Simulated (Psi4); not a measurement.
**[OF2]+ (SMILES F[O+]F): UPBE/cc-pVTZ**

What is the energy change on altering one bond length of [OF2]+ at UPBE/cc-pVTZ? 

The results are computed with Psi4 1.11.

1 further run of the same task is left out (it didn't finish).

## 1. Starting point

[OF2]+: 3 atoms, total charge +1, spin state doublet. As SMILES, `F[O+]F`. The coordinates come from a PBE0-D4/def2-TZVP relaxation.

Bond lengths: F1–O2 1.297 Å, O2–F3 1.297 Å. Angles: F1–O2–F3 108.0°.

## 2. Energy and forces at UPBE/cc-pVTZ

f2o.in

```
memory 2200 mb

molecule {
  1 2
  F      0.920200    -0.309010     0.473410
  O      0.000640     0.505210     0.055670
  F     -0.920840    -0.196190    -0.529090
  symmetry c1
  no_reorient
  no_com
}

set basis cc-pVTZ
set reference uks
set puream true
set e_convergence 1e-09
set d_convergence 1e-08
set scf_type pk
set dft_radial_points 99
set dft_spherical_points 590
set maxiter 100

energy_value, wavefunction = gradient("pbe", return_wfn=True)
oeprop(wavefunction, "DIPOLE", "MAYER_INDICES", "QUADRUPOLE", title="PBE")
```

Started as:

```sh
$ psi4 -n 1 f2o.in f2o.out
```

f2o.out:

```text
[...]
  Running in c1 symmetry.
[...]
  Nuclear repulsion =   79.155290775448890
[...]
  Multiplicity = 2
[...]
  Nalpha       = 13
  Nbeta        = 12
[...]
    Number of basis functions: 90
[...]
   @UKS iter   1:  -274.00799109145254    4.76099e-01   4.82620e-03 ADIIS/DIIS
[...]
   @UKS iter  12:  -274.06956023875790   -1.87583e-12   6.38054e-09 DIIS
[...]
   @S^2 Observed:                7.514324507E-01
[...]
    Orbital Energies [Eh]
    ---------------------
    Alpha Occupied:
       1A    -24.764911     2A    -24.764908     3A    -19.446374
       4A     -1.733790     5A     -1.572429     6A     -1.250239
       7A     -1.004038     8A     -0.944807     9A     -0.940659
      10A     -0.806042    11A     -0.771410    12A     -0.770192
      13A     -0.691415
    Alpha Virtual:
      14A     -0.478217    15A     -0.430765    16A      0.149357
      17A      0.160349    18A      0.164157    19A      0.285735
      20A      0.324371    21A      0.352768    22A      0.386459
      23A      0.403310    24A      0.418831    25A      0.517344
[...]
  @UKS Final Energy:  -274.06956023875790
   => Energetics <=
    Nuclear Repulsion Energy =             79.1552907754488899
    One-Electron Energy =                -527.9923514959542672
    Two-Electron Energy =                 203.4111240316784404
    DFT Exchange-Correlation Energy =     -28.6436235499309149
    Empirical Dispersion Energy =           0.0000000000000000
    VV10 Nonlocal Energy =                  0.0000000000000000
    Total Energy =                       -274.0695602387579015
[...]
  -Total Gradient:
     Atom            X                  Y                   Z
    ------   -----------------  -----------------  -----------------
       1       -0.029722426146     0.021959565445    -0.013979583674
       2       -0.000054514753    -0.040269990481    -0.004439647328
       3        0.029776947914     0.018316287749     0.018419876840
[...]
 Multipole Moments:
 ------------------------------------------------------------------------------------
     Multipole            Electronic (a.u.)      Nuclear  (a.u.)        Total (a.u.)
 ------------------------------------------------------------------------------------
 L = 1.  Multiply by 2.5417464519 to convert [e a0] to [Debye]
 Dipole X            :          0.0013553           -0.0012094            0.0001459
 Dipole Y            :          1.0764613           -0.9545385            0.1219229
 Dipole Z            :          0.1187952           -0.1053711            0.0134241
 Magnitude           :                                                    0.1226598
 L = 2.  Multiply by 1.3450342976 to convert [e a0^2] to [Debye ang]
 Quadrupole XX       :        -61.8368554           54.4674249           -7.3694305
 Quadrupole XY       :          3.2036275           -3.3233613           -0.1197338
[...]
```

Run time: 13 s. Hardware: 1 thread of Intel Xeon 6975P-C (Granite Rapids), shared host; peak memory 0.74 GiB.

## 3. The distorted shape: a single-point energy at UPBE/cc-pVTZ

job.dat

```
memory 2.2 GB

molecule {
  1 2
  F      2.023662    -1.286065     0.974693
  O      0.000640     0.505210     0.055670
  F     -0.920840    -0.196190    -0.529090
  symmetry c1
}

set {
  basis cc-pVTZ
  reference uks
  puream true
  e_convergence 1e-09
  d_convergence 1e-08
  scf_type pk
  dft_radial_points 99
  dft_spherical_points 590
  maxiter 100
}

result, w = energy('pbe', return_wfn=True)
oeprop(w, 'WIBERG_LOWDIN_INDICES', 'MAYER_INDICES', 'DIPOLE')
```

Started as:

```sh
$ psi4 -i job.dat -o job.out -n 1
```

job.out:

```text
[...]
  Running in c1 symmetry.
[...]
  Nuclear repulsion =   55.030910770348463
[...]
  Multiplicity = 2
[...]
  Nalpha       = 13
  Nbeta        = 12
[...]
    Number of basis functions: 90
[...]
   @UKS iter   1:  -273.07942579814903    9.43471e-01   1.12024e-02 DIIS/ADIIS
[...]
   @UKS iter  26:  -274.00192701944752   -1.99122e-10   4.08801e-09 DIIS
[...]
   @S^2 Observed:                1.754369040E+00
[...]
    Orbital Energies [Eh]
    ---------------------
    Alpha Occupied:
       1A    -24.801439     2A    -24.593819     3A    -19.386485
       4A     -1.672748     5A     -1.298957     6A     -1.278277
       7A     -0.934814     8A     -0.901815     9A     -0.895429
      10A     -0.721706    11A     -0.714049    12A     -0.633098
      13A     -0.614771
    Alpha Virtual:
      14A     -0.577620    15A     -0.450481    16A      0.143743
      17A      0.159418    18A      0.173207    19A      0.276105
      20A      0.359534    21A      0.382373    22A      0.388137
      23A      0.458251    24A      0.477142    25A      0.539428
[...]
  @UKS Final Energy:  -274.00192701944752
   => Energetics <=
    Nuclear Repulsion Energy =             55.0309107703484628
    One-Electron Energy =                -481.6998490285030243
    Two-Electron Energy =                 181.1898481194474186
    DFT Exchange-Correlation Energy =     -28.5228368807403285
    Empirical Dispersion Energy =           0.0000000000000000
    VV10 Nonlocal Energy =                  0.0000000000000000
    Total Energy =                       -274.0019270194475212
[...]
 Multipole Moments:
 ------------------------------------------------------------------------------------
     Multipole            Electronic (a.u.)      Nuclear  (a.u.)        Total (a.u.)
 ------------------------------------------------------------------------------------
 L = 1.  Multiply by 2.5417464519 to convert [e a0] to [Debye]
 Dipole X            :         -0.3641263           -0.3165968           -0.6807231
 Dipole Y            :         -0.1440632            0.7040485            0.5599853
 Dipole Z            :          0.0000000           -0.0000000            0.0000000
 Magnitude           :                                                    0.8814576
[...]
```

Wall time 13 s (1 thread of Intel Xeon 6975P-C (Granite Rapids), shared host); peak memory 0.66 GiB.

## 4. What came out

At UPBE/cc-pVTZ:

```
                                                         quantity          value
                                        first shape: total energy  -274.06956 Eh
                  first shape: HOMO energy (highest over α and β)      -18.81 eV
                   first shape: LUMO energy (lowest over α and β)      -17.13 eV
                                                first shape: ⟨S²⟩          0.751
                            first shape: largest force on an atom     2.083 eV/Å
                                    distorted shape: total energy  -274.00193 Eh
              distorted shape: HOMO energy (highest over α and β)      -16.73 eV
                                            distorted shape: ⟨S²⟩          1.754
energy change with the F1–O2 bond stretched from 1.297 to 2.854 Å       1.840 eV
```

In words: With the F1–O2 bond stretched from 1.297 to 2.854 Å the energy rises by 1.84 eV (178 kJ/mol). The first shape isn't relaxed at this level, so the change isn't measured from a minimum. The largest force (first shape) is 2.08 eV/Å: the shape isn't a stationary point for this species at this level. ⟨S²⟩ (distorted shape) is 1.75 where a pure doublet has 0.75: the reference is spin-contaminated.
